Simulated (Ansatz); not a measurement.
We consider graphite, described by r²SCAN (plane waves, PAW; Ansatz, an electronic-structure program).

Settings: plane-wave cutoff 600 eV, 30×30×10 k mesh (along the axes of the cell as run), Fermi–Dirac smearing 0.089 eV (set by the program), scalar-relativistic PAW data made under PBE.

Cell (relaxed at this level):

```cif
data_C4
_chemical_formula_sum 'C4'
_space_group_name_H-M_alt 'P 1'
_space_group_IT_number 1
_cell_length_a 2.45575
_cell_length_b 2.45575
_cell_length_c 7.05760
_cell_angle_alpha 90.000
_cell_angle_beta 90.000
_cell_angle_gamma 120.000
loop_
_space_group_symop_operation_xyz
  'x, y, z'
loop_
_atom_site_label
_atom_site_type_symbol
_atom_site_fract_x
_atom_site_fract_y
_atom_site_fract_z
_atom_site_occupancy
C1 C 0.00000 0.00000 0.75000 1
C2 C 0.00000 0.00000 0.25000 1
C3 C 0.66667 0.33333 0.75000 1
C4 C 0.33333 0.66667 0.25000 1
```

Q: Give the computed elastic constant C44, Young modulus, elastic constant C33, elastic constant C66, elastic constant C11, elastic constant C12 and elastic constant C13.

A: 
- elastic constant C44: 2.54 GPa
- Young modulus: 267 GPa
- elastic constant C33: 21.3 GPa
- elastic constant C66: 433 GPa
- elastic constant C11: 1046 GPa
- elastic constant C12: 179 GPa
- elastic constant C13: -2.55 GPa

Measured, for comparison: elastic constant C44 5 ± 3 GPa (temperature not stated, no zero-point or thermal correction, our sources range from 4.00 to 5.05; as tabulated in Savini et al. (2010), arXiv:1008.3639); elastic constant C33 36.5 ± 1 GPa (300 K, no zero-point or thermal correction, our sources range from 36.5 to 40.7; as tabulated in Mounet and Marzari (2005), doi:10.1103/physrevb.71.205214); elastic constant C11 1109 ± 16 GPa, elastic constant C12 139 ± 36 GPa, elastic constant C13 0 ± 3 GPa (temperature not stated, no zero-point or thermal correction; as tabulated in Savini et al. (2010), arXiv:1008.3639). Computed (rounded) less measured: elastic constant C44 not scored (sources differ), elastic constant C33 not scored (sources differ), elastic constant C11 -6 %, elastic constant C12 +29 %.

Note: the cell comes from a level without a dispersion term, which matters for the spacing of layers, chains or molecules.

Elastic constants are with the ions relaxed.

Static lattice: no zero-point or thermal effects.
